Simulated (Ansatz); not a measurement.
Reaction (ligand exchange at the Si–C bond): `C[Si]N` + HCl → `N[Si]Cl` + CH₄

Gas-phase electronic energies from Ansatz, PBE0-D4/def2-TZVP geometries. CCSD(T)/CBS adds triple-zeta CCSD(T) − MP2 to the extrapolated MP2 energy (def2 sets, frozen cores). This one scheme is used for every species. Functionals use def2-TZVPP. B3LYP here is the variant with VWN-RPA as its local correlation; programs differ in this. HSE06 is defined as in plane-wave codes. Each species was taken in one conformer, which may not be the lowest.

```tsv
level	ΔE (kJ/mol)	difference from CCSD(T)/CBS
BLYP-D4	-154.2	-5.9
B3LYP-D4	-154.5	-6.2
HSE06-D4	-150.3	-2.0
CAM-B3LYP-D4	-152.3	-4.0
ωB97X-V	-150.1	-1.8
PBE-QIDH	-150.7	-2.4
BLYP	-155.9	-7.6
r2SCAN0	-154.4	-6.1
HSE06	-150.9	-2.6
CCSD/def2-SVP	-144.2	4.1
CCSD(T)/def2-SVP	-143.7	4.6
HF/def2-TZVPP	-158.2	-9.9
CCSD/def2-TZVPP	-144.9	3.4
HF/def2-QZVPP	-157.7	-9.4
MP2/def2-QZVPP	-152.6	-4.3
SCS-MP2/def2-QZVPP	-151.8	-3.5
CCSD(T)/CBS	-148.3	0
```

Largest T1 diagnostic among the species: 0.013.

In def2-TZVPP, CCSD(T) changes the Hartree–Fock value by +13.5 kJ/mol (the triples alone add +0.1 kJ/mol) and MP2 by +7.5 kJ/mol. At CCSD(T), def2-SVP lies +4.6 kJ/mol from the extrapolated value and def2-TZVPP +3.5 kJ/mol.
